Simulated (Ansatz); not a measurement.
# SiHCl (triplet): wave-function methods side by side, def2-QZVPP

One table from this session's results is given with a row withheld; the runs are named, their logs left out.

Method: def2-QZVPP, core rule «outside noble gas», up to 10 orbitals frozen; program: Ansatz 0.2.0, Gaussian basis.

Plan: UHF; ROHF; CCSD(T) on UHF.

2 further runs of the same task are left out: 2 set aside as unsound or not needed.

## The geometry

The geometry is a PBE0/def2-TZVP stationary point (not a proven minimum).

3 atoms, charge 0, spin multiplicity 3.

Atoms are counted from 1 here; the program's logs count them from 0.

Bond lengths: Si1–Cl2 2.048 Å, Si1–H3 1.491 Å. Angles: Cl2–Si1–H3 115.5°.

Geometry (Å):

```xyz
3
charge 0, multiplicity 3
Si    0.00000   -0.09712    1.11058
Cl    0.00000    0.04277   -0.93219
H     0.00000    1.20190    1.84316
```

The first run:

in.yaml

```yaml
crystal:
  periodic: [false, false, false]
  atoms:
    - {symbol: Si, position_ang: [0.000000, -0.097122, 1.110575]}
    - {symbol: Cl, position_ang: [0.000000, 0.042769, -0.932187]}
    - {symbol: H, position_ang: [0.000000, 1.201899, 1.843159]}
basis:
  gaussian: {orbitals: "def2-QZVPP.json"}
magnetization: {spin_polarized: true, initial_magnetization: 2}
hamiltonian: {xc: hf}
output: {orbitals: {seedname: orbitals}}
```

The run is started by

```
> ansatz run in.yaml --threads 1 --pin off --events-out ev --progress --plain --max-ram 2393MiB
```

Steps of the session up to this table: UHF; ROHF; CCSD(T) on UHF.

One table of the session follows, with a row left open; its other results are not shown here.

```
  method  from UCCSD(T) (meV)
    ROHF                    ?
     UHF              +9186.6
    UMP2              +1181.3
   UCCSD               +408.0
UCCSD(T)                    0
```

Q: Estimate the row for ROHF from the others.

As computed: from UCCSD(T) (meV): +9248.3. In the column «from UCCSD(T) (meV)» it is the highest.
